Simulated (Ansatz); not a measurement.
**H2S2 (SMILES SS): one structure at several levels**

The task here is to estimate one member of a computed series from the others.

Method: single points in def2-TZVPP; program: Ansatz 0.2.0, Gaussian basis.

Correlated methods freeze the cores. B3LYP uses VWN-RPA correlation.

**Starting geometry**

4 atoms, charge 0, spin multiplicity 1.

Atoms are counted from 1 here; the program's logs count them from 0.

Bond lengths: S1–S2 1.954 Å, S1–H3 1.229 Å, S2–H4 1.298 Å. Angles: S2–S1–H3 102.8°, S1–S2–H4 96.7°.

Coordinates:

```xyz
4
H2S2
S     0.77800   -0.71320    0.06840
S     0.00080    1.07990    0.06600
H    -0.03860   -1.36380    0.71670
H    -0.66710    0.95370   -1.04020
```

The first run:

The input, run/in.yaml:

```yaml
crystal:
  periodic: [false, false, false]
  atoms:
    - {symbol: S, position_ang: [0.778000, -0.713200, 0.068400]}
    - {symbol: S, position_ang: [0.000800, 1.079900, 0.066000]}
    - {symbol: H, position_ang: [-0.038600, -1.363800, 0.716700]}
    - {symbol: H, position_ang: [-0.667100, 0.953700, -1.040200]}
basis:
  gaussian: {orbitals: def2-TZVPP}
correlation: {method: ccsd_t}
output: {forces: true}
```

The command line of these runs was not kept.

Among the steps run: CCSD(T)/def2-TZVPP; PBE0-D4/def2-TZVPP; wB97M-V/def2-TZVPP; r2SCAN-D4/def2-TZVPP; PBE-D4/def2-TZVPP; revPBE-D4/def2-TZVPP; B3LYP-D4/def2-TZVPP.

One of the session's tables, all rows but one given; the rest of the session is left out.

| method | RMS force component (eV/Å) | angle to CCSD(T) forces (°) | dipole (D) |
| --- | --- | --- | --- |
| CCSD(T) | 1.899 | reference | 1.21 |
| PBE0-D4 | 1.909 | 6.5 | 1.24 |
| wB97M-V | 1.874 | 2.9 | 1.20 |
| r2SCAN-D4 | 1.926 | 5.6 | 1.25 |
| PBE-D4 | ? | ? | ? |
| revPBE-D4 | 2.093 | 5.4 | 1.19 |
| B3LYP-D4 | 1.940 | 2.0 | 1.20 |

**Question.** Estimate the row for PBE-D4.

As computed: RMS force component (eV/Å): 2.068; angle to CCSD(T) forces (°): 6.2; dipole (D): 1.20. In the column «RMS force component (eV/Å)» it lies between B3LYP-D4 (1.940) and revPBE-D4 (2.093).
